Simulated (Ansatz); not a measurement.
**Changing the shape of B₂, triplet**

Computed with Ansatz's Gaussian-basis code (development build). Basis cc-pVDZ, nonrelativistic, 2 orbitals frozen in the corrections; active space CAS(6,8). Restricted Hartree–Fock, then the lowest state-specific CASSCF solution met for each case. Single-reference values can break down or jump between states where bonds are stretched. Unlike active orbitals can shift such differences by tenths of an eV, at times by over 1 eV.

Case A: bond length 1.6996 Å.

Case B: bond length 1.4478 Å.

Case C: bond length 1.5737 Å.

Energy less that of case A, in eV:

| case | RHF/ROHF |
| --- | --- |
| B | +0.878 |
| C | +0.303 |

What does SC-NEVPT2 give for these differences?

B: +0.446 eV (10.3 kcal/mol); C: -0.001 eV (0.0 kcal/mol).
